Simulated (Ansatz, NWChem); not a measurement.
Worked example: the enthalpy of formation of H2O2 (hydrogen peroxide)

The species is H2O2 (4 atoms), meant as a singlet with charge 0. As SMILES, `OO`. The shape is that of a PBE0-D4/def2-TZVP optimisation.

Total energies at M06-L/def2-TZVPP (NWChem 7.3.0); the atoms run unrestricted:

| species | state | energy (Eh) |
| --- | --- | --- |
| H2O2 | singlet | -151.589834 |
| O | triplet | -75.086000 |
| H | doublet | -0.503416 |

Harmonic wavenumbers at PBE0-D4/def2-TZVP, in cm⁻¹: 396, 1008, 1347, 1464, 3805, 3806.

Measured heats of formation of the gaseous atoms at 298.15 K, in kJ/mol: O 249.2, H 218.0. Spin-orbit lowering of the atoms at 298 K (mean of the ground term's levels less their thermal mean, from spectra), in kJ/mol: O 0.40. Take 1 Eh = 2625.50 kJ/mol, 1 cm⁻¹ = 0.0119627 kJ/mol, RT = 2.479 kJ/mol.

Task: Work out the heat of formation of the gas at 298 K.

Result: 
1. Electronic atomisation energy: 2 × (-75.086000) + 2 × (-0.503416) − (-151.589834) = 0.411002 Eh = 1079.1 kJ/mol.
2. Zero-point energy: half the sum of the wavenumbers, 5913 cm⁻¹ = 70.7 kJ/mol.
3. Thermal vibrational enthalpy, Σ hcν̃/(exp(hcν̃/kT) − 1): 1.0 kJ/mol. Translation, rotation and pV of a non-linear molecule: 4 RT = 9.9 kJ/mol.
4. The 4 free atoms carry 5/2 RT each: 24.8 kJ/mol.
5. Spin-orbit coupling lowers the free atoms by 2 × 0.40 = 0.8 kJ/mol.
6. Atomisation enthalpy at 298 K: 1079.1 − 0.8 − 70.7 − 1.0 − 9.9 + 24.8 = 1021.5 kJ/mol.
7. Sum of the atoms' heats of formation: 934.4 kJ/mol. Heat of formation: 934.4 − 1021.5 = -87.1 kJ/mol.

The tabulated value is -135.4 kJ/mol (Active Thermochemical Tables), so this level is off by +48.3 kJ/mol, or 4.5 % of the atomisation enthalpy. Anharmonicity and any spin-orbit splitting of the molecule are left out.
